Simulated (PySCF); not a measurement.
SiP⁻: frontier orbitals

BLYP at R = 2.023 Å; basis Si aug-cc-pVDZ-DK, P aug-cc-pVDZ-DK; spin-free X2C with a Gaussian nucleus; PySCF 2.14. State: ¹Σ⁺ (singlet), closed shell. Only the outer orbitals are listed, counted within each symmetry.

```csv
orbital,occ.,ε (eV),on Si (%),main shells (%)
7σ,2,-8.81,34,"64 P s, 27 Si s"
8σ,2,-3.88,62,"59 Si s, 24 P s, 14 P p"
9σ,2,-0.13,55,"41 Si p, 38 P p, 13 Si s"
3π,2,-0.10,37,"62 P p, 36 Si p"
3π,2,-0.10,37,"62 P p, 36 Si p"
4π,0,2.77,74,"71 Si p, 24 P p"
4π,0,2.77,74,"71 Si p, 24 P p"
```

Which are the highest filled and the lowest empty level, where do they sit, and how wide is the gap?

Highest filled 3π at -0.10 eV (in %: 62 P p, 36 Si p); lowest empty 4π at 2.77 eV (in %: 71 Si p, 24 P p); the gap at BLYP is 2.87 eV. An empty level above zero is unbound, and its energy depends on the basis.

```
bond order (Mayer)                                                                                                : 2.67
⟨S²⟩                                                                                                              : 0.000
charge on Si (Mulliken, basis-dependent)                                                                          : -0.53
charge on Si (Löwdin, basis-dependent)                                                                            : -0.39
dipole moment (positive dipole points towards P; it is taken about the centre of mass and depends on that origin) : -0.31 D
```
